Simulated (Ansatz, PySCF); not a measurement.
CH3NO, SMILES NC=O. Atoms are numbered in the order given.

```xyz
6

N      0.1635    -1.0779     0.0000
C     -0.3865     0.1620     0.0000
O      0.2387     1.1972     0.0000
H      1.1662    -1.1738     0.0000
H     -0.4094    -1.9029     0.0000
H     -1.4917     0.1310     0.0000
```

The structure is a stationary point at B3LYP-D3(BJ)/def2-TZVP. One conformer was computed; it need not be the lowest.

Two levels are set side by side: PBE-D3(BJ)/def2-TZVP (Ansatz, a program for electronic structure) and B3LYP-D3(BJ)/def2-TZVP (Ansatz). Each level has its own optimised geometry; the coordinates shown are those of the second. Frequencies come from the Hessian of PySCF at each geometry. Differences are taken from unrounded values.

```
quantity                            B3LYP-D3(BJ)
----------------------------------  ------------
mean bond length (Å)                       1.137
bond N1–C2 (Å)                             1.356
bond C2–O3 (Å)                             1.209
bond N1–H4 (Å)                             1.007
bond N1–H5 (Å)                             1.004
bond C2–H6 (Å)                             1.106
highest harmonic wavenumber (cm⁻¹)          3707
mean harmonic wavenumber (cm⁻¹)             1656
zero-point energy (kcal/mol)               28.41
```

Q: What does PBE-D3(BJ) give, and how far is it from B3LYP-D3(BJ)? (An estimate is asked for; the answer gives what the named calculation found.)

A: 
| quantity | PBE-D3(BJ) | PBE-D3(BJ) minus B3LYP-D3(BJ) |
|---|---|---|
| mean bond length (Å) | 1.145 | 0.009 |
| bond N1–C2 (Å) | 1.362 | 0.006 |
| bond C2–O3 (Å) | 1.219 | 0.010 |
| bond N1–H4 (Å) | 1.015 | 0.008 |
| bond N1–H5 (Å) | 1.013 | 0.008 |
| bond C2–H6 (Å) | 1.117 | 0.011 |
| highest harmonic wavenumber (cm⁻¹) | 3623 | -84 |
| mean harmonic wavenumber (cm⁻¹) | 1607 | -49 |
| zero-point energy (kcal/mol) | 27.57 | -0.84 |

GGA bonds tend to be longer and softer than those of functionals with exact exchange. Differences between two approximate levels are no errors against the true value.
